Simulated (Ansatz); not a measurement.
Two shapes of singlet C2H4.

Shape 1:

```xyz
6

C     0.0000    0.0000    0.0000
H     0.0000    0.9230   -0.5710
H     0.0000   -0.9230   -0.5710
C     0.0000    0.0000    1.3340
H     0.0000    0.9230    1.9050
H     0.0000   -0.9230    1.9050
```

Shape 2:

```xyz
6

C     0.0000    0.0000    0.0000
H     0.0000    0.9200   -0.5700
H     0.0000   -0.9200   -0.5700
C     0.0000    0.0000    1.4500
H     0.9060    0.1600    2.0200
H    -0.9060   -0.1600    2.0200
```

Basis set: cc-pVDZ (spherical functions). Left uncorrelated: 2 orbitals. Charge 0, multiplicity 1.

Computed with Ansatz (development build ahead of 0.2.0); the reference of a correlated method needn't be the lowest determinant of its kind.

Q: Which shape is lower in energy, and by how much in each method?

A:

```json
{"method": "RHF-CCSD", "E(2) − E(1) (eV)": "3.057"}
{"method": "RHF-CCSD(T)", "E(2) − E(1) (eV)": "2.763"}
```

Shape 1 is lower. Caution: no unrestricted run beside it, a lower state can exist; large amplitudes, a single reference is doubtful; the reference determinant was not shown to be the lowest.
